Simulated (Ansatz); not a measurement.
A made-up structure of C2H2B (charge +1), closed shell:

B1  (-0.219, 0.858, -0.051)
C2  (0.082, -0.544, -0.020)
C3  (1.027, -1.033, 0.771)
H4  (1.804, -1.675, 1.099)
H5  (-0.445, 2.010, -0.058)
(Å)

It is relaxed with PBE-D4/def2-SVP and then PBE0-D4/def2-TZVP (Ansatz 0.2.0). Atoms count as bonded within 1.22 times the sum of their covalent radii (H–H: 0.88 Å). The end point is not checked to be a true minimum.

Problem. Does its bonding change? (Judge from chemistry; the calculation decides.)

Solution. Computed: No: no bond forms or breaks.

Where it ends: The first stage lowers the energy by 0.72 eV in 7 steps. It ends as C₂H₂B ([BH][C][CH]), total charge +1:
```xyz
5
angstrom
B -0.2098 1.0022 -0.0110
C 0.4989 -0.1576 0.3724
C 1.1091 -1.1557 0.7061
H 1.6495 -2.0388 1.0018
H -0.7978 1.9652 -0.3286
```

Labels in which every atom is bracketed show which atoms are joined, not bond orders.

For scale, one of the runs: PBE0-D4/def2-TZVP relaxation, 105 basis functions, launched by `ansatz run in.yaml --threads 2 --pin off --events-out ev --progress --plain --max-ram 4352MiB`. The run took about 4.1 s on 2 CPU threads of an Arm Neoverse V2 (shared host).
